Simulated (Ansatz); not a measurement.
The same path of AlH$_{5}$S (7 atoms, charge 0, multiplicity 1) was run twice with different band settings. Lost on the way: Al1–H2, S5–H7. Made: H2–H7.

The calculation used RKS B3LYP/def2-mTZVP in Ansatz.

Relaxed end points:

```xyz
7
Properties=species:S:1:pos:R:3
Al -0.037 0.094 -0.012
H -0.561 0.580 1.411
H 1.510 0.255 -0.348
H -1.086 -0.043 -1.201
S 0.089 -2.464 0.487
H -1.132 -2.635 1.046
H 0.717 -2.430 1.686
```

```xyz
7
Properties=species:S:1:pos:R:3
Al 0.073 -0.772 -0.656
H 0.127 0.514 2.873
H 1.472 -0.063 -0.800
H -1.325 -0.044 -0.712
S 0.131 -2.950 -0.362
H -1.212 -3.122 -0.294
H 0.232 -0.206 3.020
```

Common settings: movable images 7; climbing image yes; spring 5.0 eV/Å²; optimiser quadratic models (default); start path through a guess of the saddle point; iteration limit 60; end points relaxed.

| run | force threshold |
| --- | --- |
| 1 | 0.05 eV/Å |
| 2 | 0.2 eV/Å |

What does each run give, and how far can it be trusted?

Run 1: converged after 10 iterations, highest image 0.649 eV above the first end. A vibrational analysis at the climbing image gives one clearly imaginary mode, 1087i cm⁻¹: a first-order saddle point.
Run 2: converged after 9 iterations, highest image 0.650 eV above the first end. The threshold of 0.2 eV/Å is loose, so the images may lie well off the minimum-energy path. Another band between the same ends (7 images) ends at a top of the same energy, where a vibrational analysis finds 1 clearly imaginary mode.
The orbitals stay closed-shell, which can raise the energy where a bond breaks towards radicals; this wasn't checked here.
